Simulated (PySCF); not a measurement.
# Molecular orbitals of PO

B2PLYP at R = 1.495 Å; PySCF, no relativity, basis sets P def2-SVP, O def2-SVP. State: ²Π (doublet), unpaired electrons π ↑. Only the outer orbitals are listed, counted within each symmetry.

```csv
spin,orbital,occ.,ε (eV),on P (%),main shells (%)
α,5σ,1,-31.08,21,"75 O s, 12 P s"
α,6σ,1,-17.32,65,"63 P s, 20 O p, 14 O s"
α,2π,1,-13.18,25,"75 O p, 24 P p"
α,7σ,1,-12.32,48,"48 O p, 27 P p, 20 P s"
α,2π,1,-11.93,29,"70 O p, 27 P p"
α,3π,1,-6.82,79,"77 P p, 21 O p"
α,3π,0,-1.69,76,"74 P p, 24 O p"
α,8σ,0,3.00,110,"83 P p, 17 P s, 10 P d"
α,9σ,0,7.97,98,95 P s
β,5σ,1,-30.49,22,"74 O s, 12 P s"
β,6σ,1,-16.23,56,"54 P s, 28 O p, 16 O s"
β,2π,1,-11.75,29,"71 O p, 26 P p"
β,7σ,1,-11.68,57,"40 O p, 29 P p, 27 P s"
β,2π,1,-11.11,26,"74 O p, 23 P p"
β,3π,0,-1.36,77,"75 P p, 23 O p"
β,3π,0,-0.37,79,"78 P p, 21 O p"
β,8σ,0,3.37,110,"80 P p, 20 P s, 9 P d"
```

Which are the highest filled and the lowest empty level, where do they sit, and how wide is the gap?

Highest filled α 3π at -6.82 eV (in %: 77 P p, 21 O p); lowest empty α 3π at -1.69 eV (in %: 74 P p, 24 O p); the gap at B2PLYP is 5.13 eV. Both belong to one degenerate shell, split only by its one-sided filling, so this is no excitation gap.

The bond order (Mayer) is 2.10 and the ⟨S²⟩ is 0.756. The charge on P (Mulliken, basis-dependent) is 0.42, the charge on P (Löwdin, basis-dependent) is 0.37 and the dipole moment (positive dipole means P(−)O(+)) is -2.39 D.

Shares are Mulliken populations and can fall outside 0 to 100 %.

Correlated steps freeze 6 core orbitals. B2PLYP dipoles, levels and charges come from its SCF part alone. The state was picked by a PBE0 search and need not be the measured ground state.
